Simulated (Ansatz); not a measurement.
Species: dichloromethane, CH2Cl2, net charge 0, singlet state. 
Coordinates optimised at B3LYP-D3(BJ)/def2-TZVP (Ansatz, a program for electronic structure):
SMILES: C(Cl)Cl
```xyz
5

C      0.0039     0.0052     0.7673
Cl    -0.0175     1.4825    -0.2263
Cl     0.0153    -1.4855    -0.2061
H     -0.8904    -0.0005     1.3784
H      0.9045     0.0193     1.3690
```
Charge 0, spin multiplicity 1.

### Question
Give the harmonic wavenumbers at B3LYP-D3(BJ)/def2-TZVP (Ansatz, finite differences of forces, unscaled).

### Answer
279, 702, 721, 900, 1171, 1288, 1465, 3119, 3196 cm⁻¹. Zero-point energy 18.4 kcal/mol.

### Question
From these and the geometry, give the ideal-gas thermochemistry at 298.15 K and 1 atm (rigid rotor, harmonic oscillator).

### Answer
Point group C2v, rotational symmetry number 2. Rotational constants 32.23, 3.203, 2.969 GHz. S(trans) 39.23, S(rot) 23.09, S(vib) 2.36, S(elec, spin only) 0.00, S 64.7 cal/(mol K). H(298) - H(0) 2.84 kcal/mol; G - E(el) 1.9 kcal/mol. Tabulated S at 1 bar: 64.6 cal/(mol K) (CRC Handbook, as tabulated in the package chemicals).
